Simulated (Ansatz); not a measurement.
**V: frozen-core PAW against all-electron methods**

```yaml
crystal:
  lattice:
    - [-1.47638, 1.47638, 1.49887]
    - [1.47638, -1.47638, 1.49887]
    - [1.47638, 1.47638, -1.49887]
  atoms:
    - { symbol: V, position: [0.00000, 0.00000, 0.00000] }
```

The cell was built from the bcc type and relaxed in the same program; it needn't be a known or the stable phase. The listed cell was then made from it by scaling, straining or moving an atom.

Levels of theory: DFT, PBE, PAW with Ansatz's default frozen-core files, scalar-relativistic (Ansatz 0.2.0); DFT, PBE, all-electron LAPW, scalar-relativistic (Ansatz 0.2.0).

For PAW: a Γ-centred 16×16×16 k mesh, Fermi–Dirac smearing of 0.05 eV, cutoff 420 eV, spin-polarised from start moments V 1.5 μB (the moments died away, and the run ended non-magnetic). LAPW targets a basis error of 1 meV/atom. The Ansatz runs share mesh, smearing and spin set-up. Plane-wave (PAW) pressures include the program's estimate of the Pulay term.

Stress and pressure are positive in compression.

The change that made this cell: x and y strained by -1.5 %, z held.

PAW results:

```csv
quantity,PAW
pressure (GPa),5.83
stress xx (GPa),6.40
stress zz (GPa),4.68
```

(1) What does all-electron LAPW give for the same quantities?

Answers

(1) 
```tsv
quantity	LAPW
pressure (GPa)	5.76
stress xx (GPa)	6.34
stress zz (GPa)	4.61
```
